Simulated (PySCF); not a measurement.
LiF, SMILES [F][Li]. Atoms are numbered in the order given.

```xyz
2

Li     0.0000     0.0000    -1.1760
F      0.0000     0.0000     0.3920
```

Geometry optimised at PBE0-D3(BJ)/def2-TZVPD.

These are PBE0/pcSseg-2 in PySCF values and carry that method's errors.

GIAO shieldings, no solvent; atoms alike by connectivity are averaged. δ = σ(ref) − σ: ¹⁹F against CFCl3 (σ = 165.8 ppm), references at their B3LYP-D3(BJ)/def2-TZVP geometries, non-relativistic.

Question: Estimate the chemical shifts. (Estimate from the structure and the level; the computed values follow.)

Answer: 
```json
[
 {"nucleus": "¹⁹F", "atoms": "F2", "count": "1", "δ (ppm)": "-180.5"}
]
```
